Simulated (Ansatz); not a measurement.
Ansatz (a quantum-chemistry and plane-wave program) input (RI-MP2/cc-pVTZ):
A basis named .json is the Basis Set Exchange file of that set.

Ansatz 0.2 input:
```yaml
crystal:
  periodic: [false, false, false]
  atoms:
    - {symbol: C, position_ang: [-0.01757571, 0.09245593, 1.57136089]}
    - {symbol: C, position_ang: [-0.00253030, 0.02041354, 0.22468106]}
    - {symbol: H, position_ang: [-0.01957867, -0.94890930, 1.97860204]}
    - {symbol: C, position_ang: [0.00393210, 1.27502722, -0.63260020]}
    - {symbol: H, position_ang: [-0.00533690, 2.15164792, 0.01652705]}
    - {symbol: H, position_ang: [0.89047130, 1.33342414, -1.28748007]}
    - {symbol: H, position_ang: [-0.86819721, 1.32921117, -1.30690294]}
    - {symbol: C, position_ang: [0.00994611, -1.24288159, -0.63099270]}
    - {symbol: H, position_ang: [0.00510366, -2.13392940, 0.00074878]}
    - {symbol: H, position_ang: [-0.86054684, -1.30287082, -1.30779127]}
    - {symbol: H, position_ang: [0.89545144, -1.29866425, -1.28839789]}
basis:
  gaussian:
    orbitals: cc-pVTZ
    fitting: {mean_field: def2-universal-jkfit, correlation: cc-pVTZ-RIFIT.json}
total_charge: -1
magnetization: {spin_polarized: false}
correlation: {method: mp2, electrons: outside_noble_gas}
```

End of the output:

```
integrals: 0.18 GiB planned
426 factors; integrals over basis functions are off by at most 9.8e-1 eV
mean field: 0.51 GiB planned
mean field evaluation 1: about -4227.6242 eV, gradient 3.1e1 eV
mean field evaluation 2: about -4230.1986 eV, gradient 1.6e1 eV
mean field evaluation 4: about -4230.9360 eV, gradient 1.4e0 eV
mean field evaluation 8: about -4230.9476 eV, gradient 2.1e-6 eV
mean field -4230.94756511 eV, -155.4844551785 hartree, gradient 2.1e-6 eV, S^2 0.000000; 0 other end points of the search recorded, 0 dependent functions left out
4 core orbitals not correlated
534 factors; their error is unknown
reference -4230.94756511 eV, -155.4844551785 hartree; 12, 12 occupied and 202, 202 virtual orbitals, 534 factors
second order -18.95519248 eV of doubles, -0.00000000 eV of singles
Total energy: -4249.90275759 eV, -156.1810456538 hartree
```

It need not be the lowest isomer of its formula. Whether it binds its extra electron was not tested at this geometry.
